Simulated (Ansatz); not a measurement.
# AlH3S (SMILES [AlH2][SH]) at UHF/cc-pVTZ (density fitting with def2-universal-jkfit)

Aim: the vertical ionisation energy of AlH3S at UHF/cc-pVTZ (density fitting with def2-universal-jkfit), from 2 runs. 

The calculation is run with Ansatz 0.2.0.

6 further runs of the same task are left out: 4 for a known fault of the program, 1 that didn't finish, 1 set aside as unsound or not needed.

## Step 1: The system as given

AlH3S: 5 atoms, total charge 0, spin state singlet. As SMILES, `[AlH2][SH]`. The shape is that of a PBE0-D4/def2-TZVP optimisation.

Bond lengths: Al1–S2 2.181 Å, Al1–H3 1.579 Å, Al1–H4 1.581 Å, S2–H5 1.344 Å. Angles: Al1–S2–H5 93.7°, S2–Al1–H3 116.5°, S2–Al1–H4 118.9°, H3–Al1–H4 124.6°.

## Step 2: Energy and forces at UHF/cc-pVTZ (density fitting with def2-universal-jkfit)

in.yaml reads:

```yaml
crystal:
  periodic: [false, false, false]
  atoms:
    - {symbol: Al, position_ang: [-0.616100, -0.064200, -0.181700]}
    - {symbol: S, position_ang: [1.129100, -0.343100, 1.096600]}
    - {symbol: H, position_ang: [-1.981700, -0.650100, 0.351100]}
    - {symbol: H, position_ang: [-0.441100, 0.696000, -1.556400]}
    - {symbol: H, position_ang: [1.959700, 0.287800, 0.249000]}
basis:
  gaussian:
    orbitals: cc-pVTZ
    fitting: {mean_field: def2-universal-jkfit}
    symmetry_tolerance_ang: 0.01
magnetization:
  spin_polarized: true
hamiltonian:
  xc: hf
  pseudopotentials: {relativity: none}
output: {forces: true, orbitals: {seedname: orbitals}}
```

Run with:

```sh
$ ansatz run in.yaml --threads 1 --pin off --max-ram 2610MiB --events-out events.jsonl --progress --plain --runs-dir runs
```

Log:

```text
Warning: RAYON_NUM_THREADS=1 ignored (pool sized by the plan → 1); use --threads N
Functional definition: HF
  name "HF"
  exchange = exact_x
  correlation = 0
310 factors; integrals over basis functions are off by at most 1.2e0 eV
mean field evaluation 1: about -17448.5926 eV, gradient 9.8e0 eV
mean field evaluation 2: about -17449.3919 eV, gradient 3.6e0 eV
mean field evaluation 4: about -17449.5004 eV, gradient 2.0e-1 eV
mean field -17449.50107930 eV, -641.2573369676 hartree, gradient 1.6e-5 eV, S^2 0.000000; 0 other end points of the search recorded, 0 dependent functions left out
the calculation of the forces begins
reference -17449.50107930 eV, -641.2573369676 hartree; 16, 16 occupied and 94, 94 virtual orbitals, 310 factors
Total energy: -17449.50107930 eV, -641.2573369676 hartree
Atom 0 at    -0.616100    -0.064200    -0.181700 Å, force    -0.237306    -0.012060    -0.078527 eV/Å
Atom 1 at     1.129100    -0.343100     1.096600 Å, force     0.337552     0.180212    -0.199200 eV/Å
Atom 2 at    -1.981700    -0.650100     0.351100 Å, force     0.035202     0.039920    -0.061056 eV/Å
Atom 3 at    -0.441100     0.696000    -1.556400 Å, force    -0.029315    -0.042301     0.068114 eV/Å
Atom 4 at     1.959700     0.287800     0.249000 Å, force    -0.106133    -0.165771     0.270668 eV/Å
Dipole moment:    -0.038870     0.103301    -0.213591 e Å
```

Wall time 0.54 s (1 thread of Arm Neoverse V2, shared host).

## Step 3: The doublet cation at the same level

Edit in.yaml of step 2 so:

```diff
@@ -13,4 +13,6 @@
     symmetry_tolerance_ang: 0.01
+total_charge: 1
 magnetization:
   spin_polarized: true
+  initial_magnetization: 1
 hamiltonian:
```

Run with:

```sh
$ ansatz run in.yaml --threads 1 --pin off --max-ram 2610MiB --events-out events.jsonl --progress --plain --runs-dir runs
```

Log (excerpt; [...] marks lines left out):

```text
Warning: RAYON_NUM_THREADS=1 ignored (pool sized by the plan → 1); use --threads N
[... 2 set-up lines as earlier in the session ...]
[...]
310 factors; integrals over basis functions are off by at most 1.2e0 eV
[...]
mean field -17440.43127367 eV, -640.9240277584 hartree, gradient 1.7e-5 eV, S^2 0.762957; 3 other end points of the search recorded, 0 dependent functions left out
[...]
reference -17440.43127367 eV, -640.9240277584 hartree; 16, 15 occupied and 94, 95 virtual orbitals, 310 factors
Total energy: -17440.43127367 eV, -640.9240277584 hartree
Atom 0 at    -0.616100    -0.064200    -0.181700 Å, force    -3.384077     0.400363    -2.211100 eV/Å
Atom 1 at     1.129100    -0.343100     1.096600 Å, force     2.233924    -0.242291     1.417663 eV/Å
Atom 2 at    -1.981700    -0.650100     0.351100 Å, force     0.530635     0.011167     0.205717 eV/Å
Atom 3 at    -0.441100     0.696000    -1.556400 Å, force     0.413915    -0.136301     0.436960 eV/Å
Atom 4 at     1.959700     0.287800     0.249000 Å, force     0.205603    -0.032938     0.150760 eV/Å
Dipole moment:     0.392441     0.067407     0.039364 e Å
```

Run time: 3 s. Hardware: 1 thread of Arm Neoverse V2, shared host.

## Step 4: Summary of results

Level: UHF/cc-pVTZ (density fitting with def2-universal-jkfit).

| quantity | value |
| --- | --- |
| singlet AlH3S: total energy | -641.25734 Eh |
| singlet AlH3S: dipole moment | 1.15 D |
| singlet AlH3S: HOMO energy | -10.52 eV |
| singlet AlH3S: LUMO energy | 1.25 eV |
| singlet AlH3S: HOMO–LUMO gap | 11.77 eV |
| singlet AlH3S: largest force on an atom | 0.431 eV/Å |
| doublet cation: total energy | -640.92403 Eh |
| doublet cation: HOMO energy (highest over α and β) | -16.98 eV |
| doublet cation: LUMO energy (lowest over α and β) | -7.89 eV |
| doublet cation: ⟨S²⟩ | 0.763 |
| doublet cation: largest force on an atom | 4.062 eV/Å |
| vertical ionisation energy (to the doublet cation) | 9.070 eV |

The vertical ionisation energy comes to 9.07 eV (209 kcal/mol). The largest force (singlet AlH3S) is 0.43 eV/Å: the shape isn't a stationary point for this species at this level. −ε(HOMO) before ionisation, 10.52 eV, is 1.45 eV above this ionisation energy. Mulliken charges (singlet AlH3S) run from -0.28 on S2 to +0.43 on Al1; they depend strongly on the basis.
